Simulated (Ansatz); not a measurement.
InAs: pressure series

The parent structure is InAs in the zinc blende structure (space group F-43m, No. 216; a = 6.186 Å).

Cell and atoms are relaxed at each pressure.

The values are results of Ansatz (a first-principles code), PBE, PAW, cutoff 420 eV, no spin-orbit coupling, not measurements.

| pressure (GPa) | volume per atom (Å³/atom) |
|---|---|
| -2 | 31.005 |
| -1 | 30.259 |
| 0 | 29.594 |
| 0.9 | ? |
| 2.1 | 28.456 |
| 4.5 | 27.404 |
| 9 | 25.864 |
| 15 | 24.355 |
| 30 | 21.858 |

Task: Fit the third-order Birch–Murnaghan form P(V) = (3B₀/2)[(V₀/V)^(7/3) − (V₀/V)^(5/3)]·[1 + (3/4)(B₀′ − 4)((V₀/V)^(2/3) − 1)] (squares taken in P) to the rows shown and predict the withheld row.

Result: Least squares on the printed values gives V₀ = 29.607 Å³/atom, B₀ = 48.7 GPa, B₀′ = 4.6; this predicts 29.086 Å³/atom, and the run gives 29.086 Å³/atom, in agreement.

Measured bulk modulus of InAs: 58.6 GPa (static lattice; corrected from measurement; as listed in Daniel Mejia-Rodriguez, S. B. Trickey, Phys. Rev. B (2018)); the computed value is 17 % below it.

A case with no gap was solved on a k-mesh chosen for an insulator, which is coarse for it. Load acts through the strain it causes; cell and atoms are relaxed under it. No phonon test of stability was made. The final runs are not spin-polarised. Measured, InAs leaves this structure (for rock salt) near 7 GPa (temperature not stated; as listed in Datta, Sujoy, Jana, Debnarayan, arXiv (2020)).
